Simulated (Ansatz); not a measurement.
**BN2H (triplet): wave-function methods side by side, def2-QZVPP**

One table from this session's results is given with a row withheld; the runs are named, their logs left out.

Program: Ansatz 0.2.0, Gaussian basis. Level of theory: def2-QZVPP, core rule «outside noble gas», up to 3 orbitals frozen. These are calculated values, not measurements.

Plan: UHF; ROHF; CCSD(T) on UHF.

2 further runs of the same task are left out: 2 set aside as unsound or not needed.

## The system

The geometry is a PBE0/def2-TZVP stationary point (not a proven minimum).

4 atoms, charge 0, spin multiplicity 3.

Atoms are counted from 1 here; the program's logs count them from 0.

Bond lengths: B1–N2 1.399 Å, B1–N3 1.252 Å, N3–H4 0.993 Å. Angles: N2–B1–N3 180.0°, B1–N3–H4 180.0°.

Set-up of the first run:

File in.yaml:

```yaml
crystal:
  periodic: [false, false, false]
  atoms:
    - {symbol: B, position_ang: [0.000000, 0.000000, -0.524525]}
    - {symbol: N, position_ang: [0.000000, 0.000000, -1.923525]}
    - {symbol: N, position_ang: [0.000000, 0.000000, 0.727375]}
    - {symbol: H, position_ang: [0.000000, 0.000000, 1.720675]}
basis:
  gaussian: {orbitals: "def2-QZVPP.json"}
magnetization: {spin_polarized: true, initial_magnetization: 2}
hamiltonian: {xc: hf}
output: {orbitals: {seedname: orbitals}}
```

Started as:

```bash
$ ansatz run in.yaml --threads 1 --pin off --events-out ev --progress --plain --max-ram 2393MiB
```

Among the steps run: UHF; ROHF; CCSD(T) on UHF.

One of the session's tables, all rows but one given; the rest of the session is left out.

| method | from UCCSD(T) (kcal/mol) |
| --- | --- |
| ROHF | +313.35 |
| UHF | ? |
| UMP2 | +27.97 |
| UCCSD | +14.36 |
| UCCSD(T) | 0 |

Q: Estimate the row for UHF from the others.

As computed: from UCCSD(T) (kcal/mol): +305.87. In the column «from UCCSD(T) (kcal/mol)» it lies between UMP2 (+27.97) and ROHF (+313.35).
